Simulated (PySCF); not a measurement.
How methods differ on the electron affinity of Cl

Cl⁻ [Ar] (1S) → Cl [Ne] 3s2 3p5 (2P), as a difference of total energies. Computed with PySCF 2.14 in x2c-QZVPPall with one added diffuse shell each of s, p, d, f type (10s7p5d3f1g, 86 functions), with the spin-free X2C one-electron Hamiltonian (Gaussian nucleus). Correlated levels: valence: [Ne] frozen. The calculations carry no spin-orbit coupling.

```
           method  electron affinity (eV)  difference from reference (eV)
              UHF                   2.352                          -1.261
    MP2 (valence)                   3.681                          +0.068
SCS-MP2 (valence)                   3.591                          -0.022
   CCSD (valence)                   3.465                          -0.148
CCSD(T) (valence)                   3.563                          -0.050
```

Reference: 3.613 eV (measured; photodetachment measurements, as compiled on the Wikipedia data page of electron affinities).

The reference lies between the lowest fine-structure levels, while these numbers refer to the centres of the terms.

Errors of the correlated levels include the incompleteness of this basis and the frozen core.
